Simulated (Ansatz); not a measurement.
A nudged elastic band was laid between two geometries of C2H6O + Cl (10 atoms, charge 0, multiplicity 2).

All numbers below come from UKS revPBE-D4/def2-SVP (Ansatz).

```
movable images  : 5
climbing image  : yes
spring          : 5.0 eV/Å²
optimiser       : quadratic models (default)
start path      : through a guess of the saddle point
force threshold : 0.05 eV/Å
iteration limit : 60
end points      : relaxed
```

First end point:

```xyz
10
Properties=species:S:1:pos:R:3
H 0.847 0.030 -1.250
C 0.754 -0.890 -0.630
O -0.509 -0.879 0.039
C -0.703 0.202 0.858
Cl -0.470 2.474 -0.936
H 0.777 -1.791 -1.269
H 1.594 -0.919 0.100
H -0.765 1.220 0.170
H 0.149 0.436 1.538
H -1.676 0.116 1.379
```

Last end point:

```xyz
10
Properties=species:S:1:pos:R:3
H 0.550 0.348 -1.299
C 0.632 -0.686 -0.635
O -0.534 -0.858 0.064
C -0.768 0.124 1.074
Cl 0.322 1.943 -1.826
H 0.768 -1.513 -1.358
H 1.531 -0.486 -0.008
H -0.806 1.132 0.602
H 0.042 0.114 1.838
H -1.737 -0.119 1.547
```

(1) Which bonds break or form, and what moves?

(2) What energy profile does the band end with?

(3) What is the geometry of the highest image?

(4) What are the harmonic wavenumbers there?

Results:

(1) No bond is made or broken.  The two ends are copies of one structure, up to a mirror image or an exchange of like atoms.

(2) The run converged. The highest image is number 3 of 0 to 6, 0.081 eV above the ends, which have the same energy within 2 meV. A vibrational analysis at the climbing image gives one clearly imaginary mode, 179i cm⁻¹: a first-order saddle point.

| image | path coordinate (Å) | energy (eV) |
| --- | --- | --- |
| 0 | 0.00 | 0.000 |
| 1 | 0.29 | 0.015 |
| 2 | 0.59 | 0.056 |
| 3 | 0.88 | 0.081 |
| 4 | 1.17 | 0.055 |
| 5 | 1.47 | 0.014 |
| 6 | 1.77 | 0.000 |

(3) 
```xyz
10
Properties=species:S:1:pos:R:3:forces:R:3
H 0.605 0.182 -1.253 -0.01 0.01 0.00
C 0.675 -0.784 -0.649 0.02 -0.01 0.00
O -0.500 -0.921 0.103 0.00 0.00 0.00
C -0.736 0.161 0.963 0.01 -0.01 -0.02
Cl 0.000 2.275 -1.336 0.00 -0.01 0.01
H 0.763 -1.654 -1.326 0.00 0.00 0.00
H 1.583 -0.678 -0.010 0.00 0.00 0.00
H -0.793 1.111 0.334 0.00 0.00 0.01
H 0.098 0.321 1.686 0.00 0.01 0.01
H -1.694 -0.012 1.489 0.00 0.01 0.00
```

(4) 179i, 156, 180, 296, 344, 463, 954, 1013, 1098, 1101, 1177, 1208, 1334, 1355, 1357, 1380, 1408, 1430, 2513, 2649, 2949, 2953, 3090, 3092 cm⁻¹.

Run time: 91 s on 2 threads of Intel(R) Xeon(R) Platinum 8488C (Sapphire Rapids) (shared host), peak memory 0.18 GiB.
